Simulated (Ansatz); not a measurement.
# CH₃Al (triplet): the correlation ladder at a displaced geometry (v2), cc-pVDZ

The task here is to estimate one member of a computed series from the others.

Program: Ansatz 0.2.0, Gaussian basis. Level of theory: cc-pVDZ, core rule «outside noble gas», up to 6 orbitals frozen. These are calculated values, not measurements.

The runs, in order: UHF; CCSD(T) on ROHF; CCSD(T) on UHF; BCCD(T) on ROHF; CISD as a restricted active space (open shells left free, so some higher excitations enter); CCSDT(Q) on ROHF; CCSDT(Q) on UHF.

29 further runs of the same task are left out: 6 for a known fault of the program, 7 that didn't finish, 16 set aside as unsound or not needed. Runs told in other sessions of the task aren't counted.

**The geometry**

The geometry is a PBE0/def2-TZVP stationary point (not a proven minimum) with its atoms shifted at random (size 0.100 Å).

5 atoms, charge 0, spin multiplicity 3.

Atoms are counted from 1 here; the program's logs count them from 0.

Bond lengths: Al1–C2 1.996 Å, C2–H3 1.024 Å, C2–H4 1.099 Å, C2–H5 1.236 Å. Angles: Al1–C2–H3 111.4°, Al1–C2–H4 107.3°, Al1–C2–H5 110.4°, H3–C2–H4 118.7°, H3–C2–H5 106.0°, H4–C2–H5 102.6°.

Set-up of the first run:

The input, in.yaml:

```yaml
crystal:
  periodic: [false, false, false]
  atoms:
    - {symbol: Al, position_ang: [0.052832, 0.002448, 0.739567]}
    - {symbol: C, position_ang: [-0.107787, 0.010822, -1.250045]}
    - {symbol: H, position_ang: [-1.086951, -0.021607, -1.546527]}
    - {symbol: H, position_ang: [0.530074, 0.822710, -1.626199]}
    - {symbol: H, position_ang: [0.427025, -0.995581, -1.729082]}
basis:
  gaussian: {orbitals: cc-pVDZ}
magnetization: {spin_polarized: true, initial_magnetization: 2}
hamiltonian: {xc: hf}
output: {orbitals: {seedname: orbitals}}
```

Launch:

```sh
> ansatz run in.yaml --threads 1 --pin off --events-out ev --progress --plain --max-ram 2393MiB
```

Steps of the session up to this table: UHF; CCSD(T) on ROHF; CCSD(T) on UHF; BCCD(T) on ROHF; CISD as a restricted active space (open shells left free, so some higher excitations enter); CCSDT(Q) on ROHF; CCSDT(Q) on UHF.

One table of the session follows, with a row left open; its other results are not shown here.

| method | from UCCSDT(Q) (kcal/mol) |
| --- | --- |
| ROHF | +134.97 |
| UHF | +133.91 |
| RMP2 | ? |
| UMP2 | +21.20 |
| CISD | +13.01 |
| RCCSD | +4.71 |
| UCCSD | +4.62 |
| RCCSD(T) | +0.76 |
| UCCSD(T) | +0.75 |
| BCCD(T) | +0.76 |
| RCCSDT | +0.25 |
| UCCSDT | +0.24 |
| RCCSDT(Q) | +0.02 |
| UCCSDT(Q) | 0 |

Estimate the missing values for RMP2.

**Answer.** from UCCSDT(Q) (kcal/mol): +21.38. In the column «from UCCSDT(Q) (kcal/mol)» it lies between UMP2 (+21.20) and UHF (+133.91).

To keep in mind: Restricted and unrestricted rows rest on different reference determinants; a gap between their highest levels can come from leftover correlation error, from unlike frozen cores or from another state.
